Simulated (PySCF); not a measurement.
# CHFO (formyl fluoride) at HF/3-21G

Aim: the vertical singlet–triplet gap of CHFO (formyl fluoride) at HF/3-21G, from 2 runs. The job is set up through a Python script.

The results are computed with PySCF 2.14.0.

2 further runs of the same task are left out: 2 set aside as unsound or not needed.

**1. The molecule**

CHFO has 4 atoms, charge 0, and is taken as a singlet. As SMILES, `O=CF`. The coordinates come from a GFN2-xTB relaxation.

Bond lengths: O1–C2 1.171 Å, C2–F3 1.341 Å, C2–H4 1.098 Å. Angles: O1–C2–F3 122.3°, O1–C2–H4 129.0°, F3–C2–H4 108.7°.

**2. A single-point energy at HF/3-21G**

The input, calc.py:

```python
from pyscf import gto

mol = gto.Mole()
mol.atom = '''
O     -1.681252     0.370424     1.568435
C     -0.093995     0.138593     0.043331
F      1.104299    -2.061427    -0.342702
H      0.670947     1.552429    -1.269064
'''
mol.unit = 'bohr'
mol.max_memory = 1860
mol.charge = 0
mol.verbose = 3
mol.basis = '3-21g'
mol.build()

calc0 = mol.RHF()
calc0.conv_tol = 1e-10
calc0.kernel()
if not calc0.converged:
    calc0 = calc0.newton().run(calc0.mo_coeff, calc0.mo_occ)

e_tot = calc0.e_tot
print('E = %.10f Eh' % e_tot)
```

Started as:

```console
$ OMP_NUM_THREADS=1 python calc.py
```

The log of the run:

```text
converged SCF energy = -211.569678562328
E = -211.5696785623 Eh
```

Wall time 0.85 s (1 thread of Arm Neoverse V1, shared host); peak memory 0.12 GiB.

**3. The triplet at the same level**

The input, job.py:

```python
from pyscf import gto, scf

mol = gto.Mole()
mol.atom = 'O -0.889680 0.196020 0.829980; C -0.049740 0.073340 0.022930; F 0.584370 -1.090860 -0.181350; H 0.355050 0.821510 -0.671560'
mol.max_memory = 1860
mol.basis = '3-21g'
mol.verbose = 4
mol.spin = 2
mol.charge = 0
mol.build()

mf = scf.UHF(mol)
mf.conv_tol = 1e-10
mf.kernel()
if not mf.converged:
    mf = mf.newton().run(mf.mo_coeff, mf.mo_occ)

e_final = mf.e_tot
print('Final energy', e_final)
```

Started as:

```console
$ OMP_NUM_THREADS=1 python job.py
```

The log of the run:

```text
PySCF version 2.14.0

[INPUT] num. atoms = 4
[INPUT] num. electrons = 24
[INPUT] charge = 0
[INPUT] spin (= nelec alpha-beta = 2S) = 2
[INPUT] symmetry False subgroup None
[INPUT] Mole.unit = angstrom
[INPUT] Symbol           X                Y                Z      unit          X                Y                Z       unit  Magmom
[INPUT]  1 O     -0.889680000000   0.196020000000   0.829980000000 AA   -1.681251538503   0.370424114937   1.568434888867 Bohr   0.0
[INPUT]  2 C     -0.049740000000   0.073340000000   0.022930000000 AA   -0.093994977436   0.138592513976   0.043331420036 Bohr   0.0
[INPUT]  3 F      0.584370000000  -1.090860000000  -0.181350000000 AA    1.104299255412  -2.061426640243  -0.342701832690 Bohr   0.0
[INPUT]  4 H      0.355050000000   0.821510000000  -0.671560000000 AA    0.670947260527   1.552428908591  -1.269064476213 Bohr   0.0

[... 27 lines left out ...]
WARN: HOMO 0.0639009191623363 >= LUMO -0.410847116181786
[... 66 lines left out ...]
converged SCF energy = -211.412300727951  <S^2> = 2.0104351  2S+1 = 3.0069487
Final energy -211.4123007279511
```

It took 0.72 s on 1 thread of Arm Neoverse V1, shared host; peak memory 0.1 GiB.

**4. Results**

Level: HF/3-21G.

| quantity | value |
| --- | --- |
| singlet: total energy | -211.56968 Eh |
| singlet: dipole moment | 2.46 D |
| singlet: HOMO energy | -13.62 eV |
| singlet: LUMO energy | 4.19 eV |
| singlet: HOMO–LUMO gap | 17.81 eV |
| triplet: total energy | -211.41230 Eh |
| triplet: dipole moment | 1.60 D |
| triplet: HOMO energy (highest over α and β) | -8.05 eV |
| triplet: LUMO energy (lowest over α and β) | 0.74 eV |
| triplet: ⟨S²⟩ | 2.010 |
| vertical energy of the triplet above the singlet | 4.282 eV |

What this shows: At this shape the triplet lies 4.28 eV (413 kJ/mol) above the singlet. Mulliken charges (singlet) run from -0.51 on O1 to +0.67 on C2; they depend strongly on the basis.
